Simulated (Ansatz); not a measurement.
`COC(C)(F)Cl`, relaxed with RKS PBE-D4/def2-SVP in the Gaussian-basis code of Ansatz from a rough embedded geometry. The force threshold is 0.03 eV/Å; the program also tests the step.

The species carries charge 0 and has multiplicity 1.

Start:

```xyz
12

C     0.353   -0.670    1.582
O     0.481    0.554    0.844
C    -0.454    0.682   -0.231
C     0.192    0.050   -1.574
F    -1.597    0.040    0.059
Cl   -0.760    2.418   -0.514
H    -0.648   -0.618    2.088
H     1.100   -0.699    2.298
H     0.383   -1.480    0.945
H    -0.522    0.185   -2.351
H     1.122    0.533   -1.762
H     0.348   -0.995   -1.385
```

```json
{"step": "1", "energy (eV)": "-20470.9019", "largest force (eV/Å)": "3.375", "largest move (Å)": "0.000"}
{"step": "2", "energy (eV)": "-20471.3553", "largest force (eV/Å)": "1.535", "largest move (Å)": "0.091"}
{"step": "3", "energy (eV)": "-20471.4380", "largest force (eV/Å)": "0.393", "largest move (Å)": "0.087"}
{"step": "4", "energy (eV)": "-20471.4482", "largest force (eV/Å)": "0.149", "largest move (Å)": "0.042"}
{"step": "5", "energy (eV)": "-20471.4536", "largest force (eV/Å)": "0.073", "largest move (Å)": "0.068"}
{"step": "6", "energy (eV)": "-20471.4584", "largest force (eV/Å)": "0.060", "largest move (Å)": "0.112"}
{"step": "7 (rejected)", "energy (eV)": "-20471.4551", "largest force (eV/Å)": "0.390", "largest move (Å)": "0.195"}
{"step": "8", "energy (eV)": "-20471.4597", "largest force (eV/Å)": "0.055", "largest move (Å)": "0.054"}
{"step": "9", "energy (eV)": "-20471.4628", "largest force (eV/Å)": "0.041", "largest move (Å)": "0.098"}
{"step": "10 (rejected)", "energy (eV)": "-20471.4595", "largest force (eV/Å)": "0.348", "largest move (Å)": "0.146"}
{"step": "11", "energy (eV)": "-20471.4640", "largest force (eV/Å)": "0.043", "largest move (Å)": "0.073"}
{"step": "12", "energy (eV)": "-20471.4649", "largest force (eV/Å)": "0.126", "largest move (Å)": "0.072"}
{"step": "13", "energy (eV)": "-20471.4658", "largest force (eV/Å)": "0.065", "largest move (Å)": "0.016"}
{"step": "14", "energy (eV)": "-20471.4664", "largest force (eV/Å)": "0.008", "largest move (Å)": "0.033"}
{"step": "15", "energy (eV)": "-20471.4669", "largest force (eV/Å)": "0.019", "largest move (Å)": "0.060"}
{"step": "16", "energy (eV)": "-20471.4669", "largest force (eV/Å)": "0.025", "largest move (Å)": "0.041"}
```

End:

```xyz
12

C     0.417   -0.654    1.489
O     0.290    0.653    0.930
C    -0.456    0.752   -0.221
C     0.063   -0.019   -1.424
F    -1.756    0.346    0.027
Cl   -0.503    2.522   -0.606
H    -0.573   -1.143    1.605
H     0.873   -0.517    2.487
H     1.082   -1.307    0.880
H    -0.571    0.192   -2.304
H     1.104    0.281   -1.644
H     0.028   -1.107   -1.220
```

Run time 44 s (4 threads of an Intel Xeon on a shared host); peak host memory 0.18 GiB.
